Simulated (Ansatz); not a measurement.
One stationary structure of Cu. All values below come from PBEsol (plane waves to 420 eV, PAW, scalar-relativistic; Ansatz, a quantum-chemistry and plane-wave program).

```cif
data_Cu
_chemical_formula_sum 'Cu1'
_space_group_name_H-M_alt 'P 1'
_space_group_IT_number 1
_cell_length_a 2.51997
_cell_length_b 2.51997
_cell_length_c 2.51997
_cell_angle_alpha 60.000
_cell_angle_beta 60.000
_cell_angle_gamma 60.000
loop_
_space_group_symop_operation_xyz
  'x, y, z'
loop_
_atom_site_label
_atom_site_type_symbol
_atom_site_fract_x
_atom_site_fract_y
_atom_site_fract_z
_atom_site_occupancy
Cu1 Cu 0.00000 0.00000 0.00000 1
```

**Question.** Find the space group and the Wyckoff positions (tolerance 0.01 Å).

**Answer.** Space group Fm-3m (No. 225); a = b = c = 3.5638 Å, α = β = γ = 90.00°

| atom | site | symmetry | x | y | z |
|---|---|---|---|---|---|
| Cu | 4a | m-3m | 0.0000 | 0.0000 | 0.0000 |

This is the fcc (Cu type).

**Question.** Give the shortest distances between elements (the closest pairs, up to four, under 3.6 Å).

**Answer.** Cu–Cu 2.52 Å.

| Item | Value |
|---|---|
| Volume per atom | 11.32 Å³ |
| Band gap | no gap (metallic) |

No spin polarisation in the result.

Measured for Cu: a 3.595 Å (static lattice; corrected from measurement; as listed in Gábor I. Csonka et al., Physical Review B (2009)). Computed minus measured — a: PBEsol -0.9 %. The computed values are for a static lattice.

The run could not lose the symmetry of its start; a randomly shaken copy of 2 atoms returns to this structure.
